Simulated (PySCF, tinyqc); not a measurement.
MP2 on RHF in the sto-3g basis, for HF, spin multiplicity 1, step by step. The lowest restricted solution is unstable here: a spin-polarised one lies 0.0006 hartree lower (PySCF). Computed by tinyqc, a small Python program that keeps every step (integrals from PySCF). Settings: charge = 0, multiplicity = 1, basis = sto-3g, method = RHF, energy threshold = 1e-10, iteration cap = 60, orthogonalisation = canonical, start = Wolfsberg-Helmholz matrix, DIIS depth = 6. Command: `OMP_NUM_THREADS=1 python tinyqc.py 20535 20536 out.jsonl` (the two numbers bound the seeds that draw the settings). One thread of a shared host (Intel(R) Xeon(R) Processor @ 2.60GHz), about 0.1 s of CPU time with the checks. Later iterations appear only in the table of the cycle.

## One-electron integrals

Geometry (angstrom):

| atom | x | y | z |
|---|---|---|---|
| F | 0.000000 | 0.000000 | 0.000000 |
| H | 0.000000 | 0.000000 | 1.225000 |

Basis sto-3g: exponents (1/bohr^2) and contraction coefficients of normalised primitives:

| element | l (shell) | exponent | coefficient |
|---|---|---|---|
| F | s (1) | 166.679130 | 0.154329 |
| F | s (1) | 30.360812 | 0.535328 |
| F | s (1) | 8.216821 | 0.444635 |
| F | s (2) | 6.464803 | -0.099967 |
| F | s (2) | 1.502281 | 0.399513 |
| F | s (2) | 0.488588 | 0.700115 |
| F | p (3) | 6.464803 | 0.155916 |
| F | p (3) | 1.502281 | 0.607684 |
| F | p (3) | 0.488588 | 0.391957 |
| H | s (1) | 3.425251 | 0.154329 |
| H | s (1) | 0.623914 | 0.535328 |
| H | s (1) | 0.168855 | 0.444635 |

Overlap, kinetic and nuclear-attraction integrals over the contracted functions; the nuclear repulsion is the sum of Za Zb / Rab.

nuclear repulsion = 3.88783257 hartree

overlap S, lower triangle:
```
           1F 1s     1F 2s    1F 2px    1F 2py    1F 2pz     2H 1s
1F 1s   1.000000
1F 2s   0.237990  1.000000
1F 2px  0.000000  0.000000  1.000000
1F 2py  0.000000  0.000000  0.000000  1.000000
1F 2pz  0.000000  0.000000  0.000000  0.000000  1.000000
2H 1s   0.023744  0.271242  0.000000  0.000000  0.237404  1.000000
```

kinetic energy T (hartree), lower triangle:
```
            1F 1s     1F 2s    1F 2px    1F 2py    1F 2pz     2H 1s
1F 1s   36.984577
1F 2s   -0.212858  1.037995
1F 2px   0.000000  0.000000  3.248015
1F 2py   0.000000  0.000000  0.000000  3.248015
1F 2pz   0.000000  0.000000  0.000000  0.000000  3.248015
2H 1s   -0.007403  0.018350  0.000000  0.000000  0.092080  0.760032
```

nuclear attraction V (hartree), lower triangle:
```
             1F 1s       1F 2s      1F 2px      1F 2py      1F 2pz      2H 1s
1F 1s   -77.441561
1F 2s    -9.279616  -11.972920
1F 2px    0.000000    0.000000  -11.862155
1F 2py    0.000000    0.000000    0.000000  -11.862155
1F 2pz   -0.008437   -0.105020    0.000000    0.000000  -11.916881
2H 1s    -0.947973   -2.315438    0.000000    0.000000   -1.740466  -5.065389
```

core Hamiltonian H = T + V (hartree), lower triangle:
```
             1F 1s       1F 2s     1F 2px     1F 2py     1F 2pz      2H 1s
1F 1s   -40.456984
1F 2s    -9.492473  -10.934925
1F 2px    0.000000    0.000000  -8.614140
1F 2py    0.000000    0.000000   0.000000  -8.614140
1F 2pz   -0.008437   -0.105020   0.000000   0.000000  -8.668867
2H 1s    -0.955375   -2.297088   0.000000   0.000000  -1.648386  -4.305357
```

## Two-electron integrals

Functions are numbered as in S; the eight-fold symmetry (ij|kl) = (ji|kl) = (kl|ij) leaves the list below.

Two-electron integrals (ij|kl) in chemists' order, unique and non-zero (hartree):
```
(11|11) 5.403501   (21|11) 0.841920   (21|21) 0.156299   (22|11) 1.268028
(22|21) 0.292344   (22|22) 0.926167   (31|31) 0.027998   (32|31) 0.043169
(32|32) 0.204588   (33|11) 1.264502   (33|21) 0.292403   (33|22) 0.925959
(33|33) 0.997514   (41|41) 0.027998   (42|41) 0.043169   (42|42) 0.204588
(43|43) 0.053770   (44|11) 1.264502   (44|21) 0.292403   (44|22) 0.925959
(44|33) 0.889973   (44|44) 0.997514   (51|51) 0.027998   (52|51) 0.043169
(52|52) 0.204588   (53|53) 0.053770   (54|54) 0.053770   (55|11) 1.264502
(55|21) 0.292403   (55|22) 0.925959   (55|33) 0.889973   (55|44) 0.889973
(55|55) 0.997514   (61|11) 0.084984   (61|21) 0.015656   (61|22) 0.029143
(61|33) 0.029099   (61|44) 0.029099   (61|51) 0.000622   (61|52) 0.001176
(61|55) 0.029236   (61|61) 0.001584   (62|11) 0.235390   (62|21) 0.055085
(62|22) 0.197187   (62|33) 0.194214   (62|44) 0.194214   (62|51) 0.003728
(62|52) 0.030286   (62|55) 0.202935   (62|61) 0.005605   (62|62) 0.053600
(63|31) 0.005519   (63|32) 0.033648   (63|53) 0.006218   (63|63) 0.007623
(64|41) 0.005519   (64|42) 0.033648   (64|54) 0.006218   (64|64) 0.007623
(65|11) 0.168604   (65|21) 0.039936   (65|22) 0.153107   (65|33) 0.146770
(65|44) 0.146770   (65|51) 0.007865   (65|52) 0.055686   (65|55) 0.165604
(65|61) 0.004215   (65|62) 0.051202   (65|65) 0.056246   (66|11) 0.426370
(66|21) 0.101374   (66|22) 0.419636   (66|33) 0.406767   (66|44) 0.406767
(66|51) 0.007752   (66|52) 0.090245   (66|55) 0.445004   (66|61) 0.010354
(66|62) 0.153214   (66|65) 0.170926   (66|66) 0.774606
```

## Orthogonalisation

S = U s U^T; canonical form X = U s^(-1/2), so that X^T S X = 1. Each column of U has its largest component positive (the first on a tie).

eigenvalues of S: 0.600704  0.851323  1.000000  1.000000  1.128053  1.419920

X:
```
                1          2          3         4          5         6
1F 1s    0.425601   0.691041   0.000000  0.000000  -0.550081  0.317698
1F 2s   -0.793325  -0.392689   0.000000  0.000000  -0.328649  0.509653
1F 2px   0.000000   0.000000  -0.111527  0.993761   0.000000  0.000000
1F 2py   0.000000   0.000000   0.993761  0.111527   0.000000  0.000000
1F 2pz  -0.472332   0.624465   0.000000  0.000000   0.607153  0.288479
2H 1s    0.794427  -0.391078   0.000000  0.000000   0.327491  0.510261
```

Within a degenerate level the vectors are fixed only up to a rotation; this is one choice.

## Starting guess

The start is the generalised Wolfsberg-Helmholz matrix (K = 1.75) built on H; D = 2 C_occ C_occ^T.

D at the start, lower triangle:
```
            1F 1s      1F 2s    1F 2px    1F 2py    1F 2pz     2H 1s
1F 1s    2.102119
1F 2s   -0.429843   1.828449
1F 2px   0.000000   0.000000  2.000000
1F 2py   0.000000   0.000000  0.000000  2.000000
1F 2pz   0.050908  -0.190107  0.000000  0.000000  1.880185
2H 1s   -0.121600   0.372406  0.000000  0.000000  0.193883  0.105537
```

## Iteration 1: building the Fock matrix

J_ij = sum D_kl (ij|kl), K_ij = sum D_kl (ik|jl); F = H + J - 0.5 K; E = tr D H + tr D J / 2 - 0.25 tr D K + E_nn.

Coulomb J (hartree), lower triangle:
```
            1F 1s      1F 2s    1F 2px    1F 2py    1F 2pz     2H 1s
1F 1s   20.654077
1F 2s    3.952772   9.795918
1F 2px   0.000000   0.000000  9.785532
1F 2py   0.000000   0.000000  0.000000  9.785532
1F 2pz  -0.007069  -0.020003  0.000000  0.000000  9.790448
2H 1s    0.395972   2.029868  0.000000  0.000000  1.555074  4.266275
```

exchange K (hartree), lower triangle:
```
            1F 1s      1F 2s    1F 2px    1F 2py    1F 2pz     2H 1s
1F 1s   11.076831
1F 2s    1.948336   3.124569
1F 2px   0.000000   0.000000  2.626422
1F 2py   0.000000   0.000000  0.000000  2.626422
1F 2pz   0.004374  -0.079309  0.000000  0.000000  2.596126
2H 1s    0.199846   0.770596  0.000000  0.000000  0.509981  0.473349
```

Fock matrix F (hartree), lower triangle:
```
             1F 1s      1F 2s     1F 2px     1F 2py     1F 2pz      2H 1s
1F 1s   -25.341323
1F 2s    -6.513869  -2.701292
1F 2px    0.000000   0.000000  -0.141819
1F 2py    0.000000   0.000000   0.000000  -0.141819
1F 2pz   -0.017693  -0.085369   0.000000   0.000000  -0.176482
2H 1s    -0.659327  -0.652518   0.000000   0.000000  -0.348302  -0.275756
```

total energy of this density = -98.17990533 hartree

## Iteration 1: diagonalisation and new density

Diagonalise F' = X^T F X, C = X C', fill 5 alpha and 5 beta electrons from the bottom; D = 2 C_occ C_occ^T. Each column has its largest component positive (the first on a tie).

F' = X^T F X (hartree), lower triangle:
```
           1          2          3          4           5          6
1  -1.523894
2  -3.957900  -8.741047
3   0.000000   0.000000  -0.141819
4   0.000000   0.000000   0.000000  -0.141819
5   3.716568   9.082035   0.000000   0.000000  -10.124210
6  -2.458144  -6.467105   0.000000   0.000000    7.267635  -6.139323
```

orbital energies (hartree): MO1 -25.351809, MO2 -1.137949, MO3 -0.335911, MO4 -0.141819, MO5 -0.141819, MO6 0.297197

coefficients C:
```
              MO1        MO2        MO3        MO4       MO5        MO6
1F 1s    0.994615  -0.248604   0.082886   0.000000  0.000000   0.065291
1F 2s    0.022079   0.943024  -0.378393   0.000000  0.000000  -0.344037
1F 2px   0.000000   0.000000   0.000000  -0.330054  0.943962   0.000000
1F 2py   0.000000   0.000000   0.000000   0.943962  0.330054   0.000000
1F 2pz   0.001576   0.095611   0.710134   0.000000  0.000000  -0.742614
2H 1s   -0.003560   0.202443   0.536398   0.000000  0.000000   0.907169
```

D after iteration 1, lower triangle:
```
            1F 1s      1F 2s    1F 2px    1F 2py    1F 2pz     2H 1s
1F 1s    2.115864
1F 2s   -0.487685   2.065927
1F 2px   0.000000   0.000000  2.000000
1F 2py   0.000000   0.000000  0.000000  2.000000
1F 2pz   0.073317  -0.357023  0.000000  0.000000  1.026868
2H 1s   -0.018818  -0.024279  0.000000  0.000000  0.800529  0.657436
```

Within a degenerate level the vectors are fixed only up to a rotation; this is one choice.

## Iteration 7 (converged): orbitals

converged F (hartree), lower triangle:
```
             1F 1s      1F 2s     1F 2px     1F 2py     1F 2pz      2H 1s
1F 1s   -25.916190
1F 2s    -6.625323  -3.017730
1F 2px    0.000000   0.000000  -0.463145
1F 2py    0.000000   0.000000   0.000000  -0.463145
1F 2pz   -0.015544  -0.025669   0.000000   0.000000  -0.221321
2H 1s    -0.674739  -0.660061   0.000000   0.000000  -0.434674  -0.298946
```

As before.

F' = X^T F X (hartree), lower triangle:
```
           1          2          3          4           5          6
1  -1.668774
2  -4.208713  -9.004131
3   0.000000   0.000000  -0.463145
4   0.000000   0.000000   0.000000  -0.463145
5   3.704268   9.216646   0.000000   0.000000  -10.444082
6  -2.441614  -6.563971   0.000000   0.000000    7.432952  -6.341800
```

orbital energies (hartree): MO1 -25.925474, MO2 -1.415522, MO3 -0.489255, MO4 -0.463145, MO5 -0.463145, MO6 0.371463

coefficients C:
```
              MO1        MO2        MO3        MO4       MO5        MO6
1F 1s    0.994971  -0.258116   0.051666   0.000000  0.000000   0.054163
1F 2s    0.020649   0.995371  -0.264119   0.000000  0.000000  -0.300628
1F 2px   0.000000   0.000000   0.000000  -0.277863  0.960621   0.000000
1F 2py   0.000000   0.000000   0.000000   0.960621  0.277863   0.000000
1F 2pz   0.001319   0.026315   0.685402   0.000000  0.000000  -0.770998
2H 1s   -0.003131   0.100255   0.595309   0.000000  0.000000   0.887254
```

D after iteration 7, lower triangle:
```
            1F 1s      1F 2s    1F 2px    1F 2py    1F 2pz     2H 1s
1F 1s    2.118523
1F 2s   -0.500044   2.121897
1F 2px   0.000000   0.000000  2.000000
1F 2py   0.000000   0.000000  0.000000  2.000000
1F 2pz   0.059864  -0.309616  0.000000  0.000000  0.940941
2H 1s    0.003528  -0.115012  0.000000  0.000000  0.821320  0.728906
```

Within a degenerate level the vectors are fixed only up to a rotation; this is one choice.

## Convergence

Stop when the energy changes by less than 1e-10 hartree and every element of the error matrix X^T (F D S - S D F) X is below 3e-06.

Course of the cycle:

| iteration | E (hartree) | change | largest element of the error matrix |
|---|---|---|---|
| 1 | -98.17990533 | - | 4.61e-01 |
| 2 | -98.50913853 | -3.29e-01 | 9.59e-02 |
| 3 | -98.51468956 | -5.55e-03 | 1.40e-02 |
| 4 | -98.51480807 | -1.19e-04 | 9.95e-04 |
| 5 | -98.51480942 | -1.35e-06 | 1.23e-05 |
| 6 | -98.51480942 | -1.82e-10 | 1.81e-07 |
| 7 | -98.51480942 | -4.26e-14 | 2.72e-11 |

PySCF RHF in the same basis = -98.51480942 hartree

Converged in 7 iterations.

## Populations, bond orders and dipole

Mulliken: Z minus the diagonal of D S on the atom; Loewdin: the same with S^(1/2) D S^(1/2); Mayer order: 2 sum_s sum (D(s) S)_ij (D(s) S)_ji over the two atoms.

Charges (e):

| atom | Mulliken | Loewdin |
|---|---|---|
| 1F | -0.107222 | -0.088387 |
| 2H | 0.107222 | 0.088387 |

Mayer bond orders:

| pair | order |
|---|---|
| 2-1 | 0.988504 |

dipole moment about the origin, x y z (debye): 0.000000  0.000000  1.037516

## Integrals over molecular orbitals

(pq|rs) = sum C_ip C_jq C_kr C_ls (ij|kl), one index at a time.

one-electron integrals over orbitals h = C^T H C (hartree), lower triangle:
```
            1          2          3          4          5          6
1  -40.439652
2    0.721804  -9.124059
3   -0.136327   0.498675  -6.854109
4    0.000000   0.000000   0.000000  -8.614140
5    0.000000   0.000000   0.000000   0.000000  -8.614140
6   -0.148080   0.805127   2.237965   0.000000   0.000000  -5.999348
```

Two-electron integrals over orbitals (pq|rs), unique and non-zero (hartree):
```
(11|11) 5.364362    (21|11) -0.521077   (21|21) 0.079798    (22|11) 1.231553
(22|21) -0.022604   (22|22) 0.871378    (31|11) 0.103483    (31|21) -0.015287
(31|22) 0.006831    (31|31) 0.017613    (32|11) -0.121395   (32|21) 0.005243
(32|22) -0.044833   (32|31) 0.020562    (32|32) 0.136639    (33|11) 0.893551
(33|21) -0.008614   (33|22) 0.695928    (33|31) -0.002254   (33|32) -0.016011
(33|33) 0.681191    (41|41) 0.029539    (42|41) 0.040057    (42|42) 0.188958
(43|41) -0.007239   (43|42) -0.028818   (43|43) 0.035963    (44|11) 1.264025
(44|21) -0.015055   (44|22) 0.894138    (44|31) 0.003050    (44|32) -0.066991
(44|33) 0.682721    (44|44) 0.997514    (51|51) 0.029539    (52|51) 0.040057
(52|52) 0.188958    (53|51) -0.007239   (53|52) -0.028818   (53|53) 0.035963
(54|54) 0.053770    (55|11) 1.264025    (55|21) -0.015055   (55|22) 0.894138
(55|31) 0.003050    (55|32) -0.066991   (55|33) 0.682721    (55|44) 0.889973
(55|55) 0.997514    (61|11) 0.109418    (61|21) -0.017502   (61|22) 0.002636
(61|31) -0.012126   (61|32) -0.023361   (61|33) 0.006005    (61|44) 0.003177
(61|55) 0.003177    (61|61) 0.020167    (62|11) -0.159187   (62|21) 0.004167
(62|22) -0.087992   (62|31) -0.019945   (62|32) -0.075171   (62|33) -0.022660
(62|44) -0.086936   (62|55) -0.086936   (62|61) 0.018780    (62|62) 0.091597
(63|11) -0.417609   (63|21) 0.007012    (63|22) -0.232972   (63|31) 0.001483
(63|32) 0.081626    (63|33) -0.095016   (63|44) -0.243222   (63|55) -0.243222
(63|61) -0.004910   (63|62) 0.037880    (63|63) 0.228581    (64|41) -0.007160
(64|42) -0.029214   (64|43) -0.021902   (64|64) 0.029203    (65|51) -0.007160
(65|52) -0.029214   (65|53) -0.021902   (65|65) 0.029203    (66|11) 0.842000
(66|21) -0.008974   (66|22) 0.641704    (66|31) 0.010493    (66|32) 0.047266
(66|33) 0.650059    (66|44) 0.625509    (66|55) 0.625509    (66|61) -0.007409
(66|62) -0.054503   (66|63) -0.025367   (66|66) 0.677438
```

## Second-order Moller-Plesset energy

Hartree-Fock energy = -98.51480942 hartree

E2 = sum_ijab (ia|jb) [2 (ia|jb) - (ib|ja)] / (e_i + e_j - e_a - e_b) over occupied i, j and virtual a, b; the opposite-spin part is (ia|jb)^2 / denominator, the rest is same-spin, and SCS-MP2 scales them by 6/5 and 1/3.

Terms:

| i | j | a | b | (ia\|jb) | (ib\|ja) | denominator | term |
|---|---|---|---|---|---|---|---|
| 3 | 3 | 6 | 6 | 0.228581 | 0.228581 | -1.721437 | -0.030352 |
| 2 | 2 | 6 | 6 | 0.091597 | 0.091597 | -3.573969 | -0.002348 |
| 2 | 3 | 6 | 6 | 0.037880 | 0.037880 | -2.647703 | -0.000542 |
| 3 | 2 | 6 | 6 | 0.037880 | 0.037880 | -2.647703 | -0.000542 |
| 4 | 4 | 6 | 6 | 0.029203 | 0.029203 | -1.669217 | -0.000511 |
| 5 | 5 | 6 | 6 | 0.029203 | 0.029203 | -1.669217 | -0.000511 |
| 1 | 2 | 6 | 6 | 0.018780 | 0.018780 | -28.083922 | -0.000013 |
| 2 | 1 | 6 | 6 | 0.018780 | 0.018780 | -28.083922 | -0.000013 |
| 1 | 1 | 6 | 6 | 0.020167 | 0.020167 | -52.593874 | -0.000008 |
| 1 | 3 | 6 | 6 | -0.004910 | -0.004910 | -27.157656 | -8.88e-07 |
| 3 | 1 | 6 | 6 | -0.004910 | -0.004910 | -27.157656 | -8.88e-07 |

Pair energies (hartree; pair i-j sums ij and ji):

| pair | opposite spin | same spin |
|---|---|---|
| 1-1 | -0.000008 | 0.000000 |
| 2-1 | -0.000025 | 0.000000 |
| 2-2 | -0.002348 | 0.000000 |
| 3-1 | -1.78e-06 | 0.000000 |
| 3-2 | -0.001084 | 0.000000 |
| 3-3 | -0.030352 | 0.000000 |
| 4-4 | -0.000511 | 0.000000 |
| 5-5 | -0.000511 | 0.000000 |

MP2 correlation energy = -0.03484010 hartree

SCS-MP2 correlation energy = -0.04180812 hartree

MP2 total energy = -98.54964952 hartree
